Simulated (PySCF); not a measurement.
SMILES C#CC(=C)C, C$_{5}$H$_{6}$

Geometry:
```csv
atom,x (Å),y (Å),z (Å)
C1,1.853,-1.355,-0.917
C2,1.036,-0.653,-0.381
C3,0.020,0.155,0.208
C4,0.292,0.949,1.247
C5,-1.343,0.052,-0.408
H6,2.594,-1.967,-1.373
H7,-0.483,1.562,1.692
H8,1.287,1.002,1.670
H9,-1.310,0.331,-1.464
H10,-2.051,0.703,0.107
H11,-1.709,-0.976,-0.360
```

Method: quadratic response CAM-B3LYP/def2-TZVPD first hyperpolarisability, Taylor convention, gas phase (PySCF). Geometry: PBE0-D3(BJ)/def2-TZVP.

(1) Give the tensor of the second harmonic β(−2ω;ω,ω) at 1064 nm in the axes of these coordinates.

Answers

(1) In au, Taylor convention; rows are the first index (the induced dipole):
```
      xx     yy     zz    xy    xz     yz
x  -27.9   +0.6   -4.9  -2.8  -9.7   +4.3
y   -3.0   -1.7  -13.3  -0.5  +2.8  -12.2
z   -9.9  -12.2  -10.8  +2.8  -6.4  -12.5
```
Norm of βᵢ = ⅓ Σⱼ (βᵢⱼⱼ + βⱼᵢⱼ + βⱼⱼᵢ): 50.3 au, hyper-Rayleigh value 20.3 au.
